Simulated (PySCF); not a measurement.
# Al₂H₆: singlet, from a doubly bridged start

The task is one start of a wider search on Al₂H₆: the singlet, built as doubly bridged. It is relaxed, tested by its Hessian and followed downhill if it is a saddle.

The runs use PySCF 2.14.0; PBE0, basis Al def2-TZVP, H def2-TZVP, no relativity, density fitting.

## (1) The system as given

8 atoms, charge 0, spin multiplicity 1.

Bond lengths: Al1–Al2 2.284 Å, Al1–H3 1.675 Å, Al1–H4 1.675 Å, Al1–H5 1.572 Å, Al1–H6 1.572 Å, Al2–H3 1.675 Å, Al2–H4 1.675 Å, Al2–H7 1.572 Å, Al2–H8 1.572 Å. Angles: Al2–Al1–H3 47.0°, Al2–Al1–H4 47.0°, Al2–Al1–H5 120.2°, Al2–Al1–H6 120.2°, H3–Al1–H4 94.0°, H3–Al1–H5 110.0°, H3–Al1–H6 110.0°, H4–Al1–H5 110.0°, H4–Al1–H6 110.0°, H5–Al1–H6 119.7°, Al1–Al2–H3 47.0°, Al1–Al2–H4 47.0°, Al1–Al2–H7 120.2°, Al1–Al2–H8 120.2°, H3–Al2–H4 94.0°, H3–Al2–H7 110.0°, H3–Al2–H8 110.0°, H4–Al2–H7 110.0° and more.

Z-matrix (Å, degrees; charge 0 multiplicity 1):
```
Al
Al 1 2.2844
H  1 1.6748 2 47.00
H  1 1.6748 2 47.00 3 180.00
H  1 1.5718 2 120.17 3 90.00
H  1 1.5718 2 120.17 3 -90.00
H  2 1.5718 1 120.17 3 -90.00
H  2 1.5718 1 120.17 3 90.00
```

## (2) First SCF at the start

The steps below are one call of a driver around PySCF. For each, scf.py gives the equivalent set-up of the SCF; relaxations use the driver's own optimiser. After this first run the driver tries any further starts and a stability analysis.

Contents of scf.py:

```python
from pyscf import gto, scf, dft
mol = gto.M(atom='''
Al     1.142200     0.000000     0.000000
Al    -1.142200     0.000000     0.000000
H      0.000000     1.224900     0.000000
H      0.000000    -1.224900     0.000000
H      1.932200     0.000000     1.358800
H      1.932200     0.000000    -1.358800
H     -1.932200     0.000000     1.358800
H     -1.932200     0.000000    -1.358800''',
    basis={'Al': 'def2-TZVP', 'H': 'def2-TZVP'},
    charge=0, spin=0)
mf = dft.RKS(mol, xc='PBE0')
mf.grids.atom_grid = (50, 194)
aux = {'Al': 'def2-universal-JKFIT', 'H': 'def2-universal-JKFIT'}
mf = mf.density_fit(auxbasis=aux)
mf.conv_tol = 1e-08
mf.diis_space = 10
mf.max_cycle = 60
mf.init_guess = 'minao'
mf.verbose = 4
mf.kernel()
```

Started as:

```sh
$ OMP_NUM_THREADS=2 python axn.py task.json out
```

The runs that follow: Relaxation: doubly bridged start, singlet; Frequencies.

Before running it: what results should come out? Wanted: minimum; geometry; wavenumbers; dipole moment; highest occupied, lowest empty level; polar-tensor charge of Al1; zero-point energy; atomisation energy.

The runs gave:

| quantity | value |
| --- | --- |
| minimum | singlet, D2h |
| geometry | Al–Al 2.600 Å, Al–H 1.578 Å (×4), Al–H 1.741 Å (×4); Al–Al–H 41.7° (×4), Al–Al–H 115.9° (×4), Al–H–Al 96.6° (×2), H–Al–H 83.4° (×2), H–Al–H 109.1° (×8), H–Al–H 128.1° (×2) |
| wavenumbers (cm⁻¹) | 202 (b2u), 375 (ag), 414 (au), 461 (b3g), 481 (b2g), 624 (b3u), 700 (b1u), 738 (b1g), 742 (ag), 822 (b2u), 1302 (b3u), 1409 (b2g), 1476 (b1u), 1523 (ag), 1950 (b1u), 1956 (ag), 1965 (b3g), 1972 (b2u) |
| dipole moment | 0.00 D |
| highest occupied, lowest empty level | -8.61, -1.12 eV |
| polar-tensor charge of Al1 | +1.09 e |
| zero-point energy | 114.3 kJ/mol |
| entropy at 298.15 K | 275.7 J/(mol K) |
| atomisation energy (no zero-point energy) | 1877 kJ/mol |

In words: The molecule stays D2h, as typed, and the end point is a minimum. The strongest infrared band lies at 1476 cm⁻¹ (b1u). The dipole vanishes although Al1 carries +1.1 e by the polar tensor: the bond dipoles cancel. Other starts or spin states, not run here, may lie lower.
